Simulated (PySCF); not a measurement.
Record of a relaxation.

Compound: C2H3P.
Bonds: C1–C2, C2–P3 (triple). Hydrogens: H4, H5, H6 on C1.

Computed by this run: PySCF, PBE0-D3(BJ)/def2-SVP geometry optimisation, gas phase; density fitting, grid level 1; the optimiser is geomeTRIC in internal coordinates, started from a GFN2-xTB structure with every atom displaced at random (about 0.01 Å). The frame can shift and turn from step to step; on so coarse a grid that alone can change the energy by a few meV, and forces under 0.02 eV/Å are noise.

Step 0: E = -11399.6421 eV, largest atomic force 1.913 eV/Å
```
atom  x, y, z in Å  |  force x, y, z in eV/Å
C1     -0.528   -0.030    0.007   -1.044   1.593  -0.179
C2      0.886    0.004   -0.016    0.861  -0.049   0.110
P3      2.423    0.020   -0.041    0.690   0.028  -0.021
H4     -0.900   -0.540   -0.869   -0.422  -0.433  -0.570
H5     -0.916   -0.504    0.896   -0.294  -0.420   0.630
H6     -0.941    1.020   -0.021    0.209  -0.720   0.029
```

Step 1: E = -11399.7061 eV, largest atomic force 0.195 eV/Å
```
atom  x, y, z in Å  |  force x, y, z in eV/Å
C1     -0.623   -0.073    0.012    0.060  -0.159   0.035
C2      0.832   -0.051    0.000   -0.194   0.003  -0.018
P3      2.377   -0.019   -0.026    0.124  -0.005   0.011
H4     -1.017   -0.579   -0.888    0.017   0.047   0.071
H5     -1.006   -0.609    0.899    0.040   0.027  -0.078
H6     -1.030    0.948    0.037   -0.046   0.087  -0.021
```

Step 2: E = -11399.7068 eV, largest atomic force 0.028 eV/Å
```
atom  x, y, z in Å  |  force x, y, z in eV/Å
C1     -0.623   -0.073    0.012    0.019  -0.002   0.019
C2      0.831   -0.051   -0.001   -0.019   0.012  -0.016
P3      2.378   -0.021   -0.024    0.004  -0.006   0.009
H4     -1.017   -0.578   -0.885   -0.006   0.006  -0.001
H5     -1.002   -0.610    0.897    0.002   0.002  -0.004
H6     -1.033    0.950    0.036    0.001  -0.011  -0.006
```

Step 3: E = -11399.7069 eV, largest atomic force under 0.02 eV/Å
```
atom  x, y, z in Å  |  force x, y, z in eV/Å
C1     -0.622   -0.073    0.012    0.006   0.002   0.007
C2      0.831   -0.050   -0.003    0.005   0.007  -0.010
P3      2.378   -0.022   -0.023   -0.006  -0.004   0.006
H4     -1.018   -0.577   -0.885   -0.003  -0.001  -0.004
H5     -1.001   -0.610    0.897   -0.001  -0.002   0.003
H6     -1.034    0.950    0.035   -0.001  -0.002  -0.001
```

Task: Summarise the path.

Result: The energy falls by 1.49 kcal/mol from step 0 to step 3; nine tenths of that is first reached at step 1. It falls at every step. The largest force goes from 1.913 to under 0.02 eV/Å. Among the bonds C1–C2 changes most, from 1.415 to 1.453 Å; the atoms move by 0.027 Å rms after alignment.

Task: Follow the three bonds and two angles with the largest change from start to end.

Result: 
```csv
step,E above end (kcal/mol),largest force (eV/Å),C1–C2 (Å),C1–H6 (Å),C1–H5 (Å),H4–C1–H5 (°),C2–C1–H5 (°)
0,1.49,1.913,1.415,1.129,1.079,109.7,112.5
1,0.02,0.195,1.455,1.099,1.105,108.0,111.1
2,0.00,0.028,1.454,1.103,1.103,107.9,111.0
3,0.00,under 0.02,1.453,1.102,1.102,107.9,111.1
```

The cost below is that of the whole optimisation. The run took 3.7 s wall on Arm Neoverse V1, one thread, on a shared host, and the process peaked at 0.28 GiB of memory.
